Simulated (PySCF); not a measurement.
# One molecule, many functionals

Species: BFH₄Si.
Cartesian coordinates in Å at the PBE0-D3(BJ)/def2-SVP level; atoms count from 1:
```xyz
7
BFH4Si angstrom
F      2.0095    1.0756   -0.1528
B      1.2852   -0.0182   -0.0044
Si    -0.7488    0.0751    0.0012
H      1.8994   -1.0595    0.1199
H     -1.2682   -0.5076    1.2797
H     -1.2761    1.4665   -0.1464
H     -1.2769   -0.7654   -1.1205
```

Linear-response calculations in the def2-SVPD basis (PySCF; singlets by full response, triplets Tamm–Dancoff, core orbitals frozen in the response; HF means time-dependent Hartree–Fock). 'Strongest' is the level of largest summed f among the singlets computed (10 roots, of which the last may lack a degenerate partner); it can jump between rows when another state enters that window. S1 is the lowest singlet of each run and needn't be the same state throughout; f(S1) is that of one state. Geometry: PBE0-D3(BJ)/def2-SVP; no solvent, vibrations or thermal averaging.

| functional | kind | S1 (eV) | f(S1) | strongest (eV) | T1 (eV) | HOMO (eV) | gap (eV) | ionisation energy, ΔSCF (eV) |
| --- | --- | --- | --- | --- | --- | --- | --- | --- |
| LDA | LDA | 4.26 | 0.003 | 7.62 | 3.64 | -6.98 | 3.94 | 10.41 |
| PBE | GGA | 4.40 | 0.003 | 7.64 | 3.62 | -6.92 | 4.11 | 10.31 |
| PBE0 | global hybrid, 25% exact exchange | 4.68 | 0.004 | 8.36 | 3.81 | -8.25 | 6.44 | 10.59 |
| BHandHLYP | global hybrid, 50% exact exchange | 4.95 | 0.005 | 8.87 | 4.09 | -9.51 | 8.78 | 10.77 |
| CAM-B3LYP | range-separated hybrid | 4.72 | 0.004 | 8.62 | 3.94 | -9.64 | 9.00 | 10.74 |
| wB97X-D | range-separated hybrid | 4.82 | 0.004 | 8.77 | 4.08 | -10.13 | 10.26 | 10.68 |
| LC-wPBE | range-separated hybrid | 4.78 | 0.004 | 9.21 | 3.88 | -10.95 | 11.53 | 10.80 |
| HF | Hartree–Fock | 5.36 | 0.006 | 9.76 | 4.20 | -11.43 | 13.21 | not settled |

Question: What does B3LYP (global hybrid, 20% exact exchange) give?

Answer: S1 (eV) 4.66, f(S1) 0.004, strongest (eV) 8.17, T1 (eV) 3.90, HOMO (eV) -8.06, gap (eV) 6.04, ionisation energy, ΔSCF (eV) 10.63. S1 runs from 4.26 eV (LDA) to 5.36 eV (HF), a spread of 1.10 eV, while the orbital gap spreads over 9.3 eV. Along PBE (0%), B3LYP (20%), PBE0 (25%), BHandHLYP (50%), HF (100%) S1 rises with the share of exact exchange. −ε(HOMO) comes closest to its own ΔSCF ionisation energy with LC-wPBE (+0.15 eV) and misses most with LDA (-3.43 eV). 'Not settled' means that the ion's SCF failed to converge or may have ended in another state than the lowest.
